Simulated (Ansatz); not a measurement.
**How the LO phonon frequency at L of zinc-blende InAs moves with the method**

No measured value is used here.

```tsv
level (code)	value (cm⁻¹)	cell (Å³/atom)
LDA (Ansatz)	206	27.35
PBE (Ansatz)	190	29.59
r²SCAN (Ansatz)	204	28.49
PBE0 (Ansatz)	208	28.39
Hartree–Fock (Ansatz)	220	29.43
```

LDA, PBE: the solid has no gap at this level, which affects its response. Each level is taken at its own relaxed cell. Cutoffs and k meshes differ between the levels. Ansatz's density-functional and Hartree–Fock values are scalar-relativistic unless marked +SOC, with PAW data made under PBE.

Ansatz is a first-principles code.
